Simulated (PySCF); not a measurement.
Input file for PySCF: R-M06-2X/def2-TZVPPD on C2H4 (SMILES C=C) with ghost functions.

```python
from pyscf import gto, dft

mol = gto.M(
    atom='''
    C     0.00000000   -0.66757800   -2.12465900
    C     0.00000000    0.66757800   -2.12465900
    H     0.92362100   -1.23225300   -2.12618500
    H    -0.92362100   -1.23225300   -2.12618500
    H    -0.92362100    1.23225300   -2.12618500
    H     0.92362100    1.23225300   -2.12618500
    ghost-C    0.00000000    0.00000000    2.90050300
    ghost-C    0.00000000    0.00000000    1.69324000
    ghost-H    0.00000000    0.00000000    0.62735200
    ghost-H    0.00000000    0.00000000    3.96392900
    ''',
    basis='def2-tzvppd',
    charge=0, spin=0, verbose=4, max_memory=1800)
mf = dft.RKS(mol, xc='m062x').density_fit(auxbasis='def2-universal-jkfit')
mf.grids.level = 4
mf.conv_tol = 1e-9
mf.max_cycle = 150
mf.kernel()
mf.dip_moment()
```

**Question.** Predict the final total energy.

**Answer.** -78.5735 hartree.
